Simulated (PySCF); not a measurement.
C₄H₆ClN.
Numbering: `[H]/[N:4]=[CH:3]\[C:2]([CH3:1])=[CH:5]\[Cl:6]` (hydrogens: H7, H8, H9 on C1; H10 on C3; H11 on N4; H12 on C5)

Structure used (PBE0-D3(BJ)/def2-SVP), in Å, numbered top down from 1:
```xyz
12
C4H6ClN angstrom
C      0.7725   -0.9302   -0.4941
C      0.0891    0.2700    0.0723
C     -1.3561    0.1987    0.3581
N     -2.1316   -0.7941    0.1879
C      0.6962    1.4371    0.3511
Cl     2.3644    1.7596    0.1059
H      0.3198   -1.2191   -1.4567
H      1.8396   -0.7392   -0.6590
H      0.6753   -1.7923    0.1859
H     -1.7993    1.1217    0.7707
H     -1.6170   -1.5979   -0.1888
H      0.1471    2.2857    0.7668
```

Computed with TDDFT CAM-B3LYP/def2-SVPD, vertical, gas phase, core orbitals frozen in the response in PySCF.

Kohn–Sham orbitals with the atoms that hold most of them (Löwdin shares over 4%, at most four atoms; ? is withheld):

```csv
orbital,ε (eV),atoms
LUMO+2,1.46,"Cl6 55%, H12 14%, C5 12%, H10 8%"
LUMO+1,1.15,"Cl6 23%, C1 20%, C5 11%, H7 8%"
LUMO,-0.44,?
HOMO,?,?
HOMO-1,-9.34,"N4 61%, C3 15%, H11 8%, C2 7%"
HOMO-2,-10.76,"Cl6 75%, C5 11%, H12 4%"
HOMO-3,-11.33,"N4 34%, C3 29%, Cl6 15%, C2 7%"
```

Q: Give the leading atoms of the HOMO.

A: C5 (bonded to C, Cl and H) 24%; Cl6 (bonded to C) 24%; C2 (bonded to 3 C) 23%; N4 (bonded to C and H) 14%. By element: carbon 47% or more, chlorine 24%, nitrogen 14%.

Q: Give the leading atoms of the LUMO.

A: C5 (bonded to C, Cl and H) 26%; N4 (bonded to C and H) 21%; C3 (bonded to C, N and H) 17%; C2 (bonded to 3 C) 16%. By element: carbon 59% or more, nitrogen 21%.

Q: What is the HOMO energy, and the HOMO–LUMO gap?

A: ε(HOMO) = -8.72 eV; the gap is 8.28 eV (0.3044 hartree).

Q: How does S1 compare with the orbital gap of 8.28 eV?

A: S1 is at 4.86 eV (f = 0.0032), 3.42 eV below the gap, made of HOMO-1→LUMO (92%). Its leading pair isn't HOMO and LUMO; the energies of that pair differ by 8.90 eV. 

Q: Give energy, strength and leading configuration of S1, S2 and S4, and follow the Löwdin shares of the leading atoms from the occupied to the empty orbital.

A: 
- S1 (4.86 eV, f 0.0032), HOMO-1→LUMO (92%): N4 61% → 21%, C3 15% → 17%, C5 at most 8% → 26%
- S2 (5.79 eV, f 0.575), HOMO→LUMO (97%): C5 24% → 26%, Cl6 24% → at most 16%, N4 14% → 21%
- S4 (6.85 eV, f 0.0005), HOMO-2→LUMO (76%): Cl6 75% → at most 16%, C5 11% → 26%, N4 at most 4% → 21%

Löwdin shares depend on the basis, the more so with diffuse functions.

One conformer stands for the species.
